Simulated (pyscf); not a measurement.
5 gas-phase steps of one pattern: four-centre exchange on the singlet surface, C–H + Se–Zn or C–H + S–Zn broken and C–Zn + H–S or C–Zn + H–Se formed. Structures and frequencies: ωB97X-D3(BJ)/def2-SVP in PySCF. Electronic energies in kcal/mol, from the separated reactants; ΔE‡ at ωB97M-D3(BJ)/def2-TZVP, beside the barrier at PBE/def2-TZVP on the same structures. Rows were drawn at random from the steps of this pattern with a verified saddle, stable references and no exit in the data more than 5 kcal/mol lower.

```tsv
row	step	ΔE‡(PBE)	ΔE‡
1	CH₄ + HS–Zn–SH → H₃C–Zn–SH + H₂S	41.0	46.4
2	CH₄ + HS–ZnH → H₃C–ZnH + H₂S	42.3	?
3	H₃C–CH₃ + HS–ZnH -> H₃C–CH₂–ZnH + H₂S	44.2	49.6
4	CH₄ + HZn–SeH → H₃C–ZnH + H₂Se	43.8	50.0
5	CH₄ + H₃C–Zn–SeH -> H₃C–Zn–CH₃ + H₂Se	45.0	50.8
```

**Question.** From a straight line through the complete rows, estimate the missing barrier and say how far the line can be trusted.

**Answer.** Over the 4 complete rows the means are +43.5 (ΔE‡(PBE)) and 49.2 (ΔE‡); least squares gives b = 1.09 and a = 1.8 kcal/mol, with residuals of 0.3 kcal/mol (root mean square; largest 0.5, row 4). For row 2: 1.8 + 1.09 × (+42.3) = 47.9 kcal/mol. The computed barrier is 48.0 kcal/mol, 0.1 over the line. The line follows the complete rows closely. Each barrier is that of the saddle found. Elements up to Kr have no core potential and no relativistic terms here.
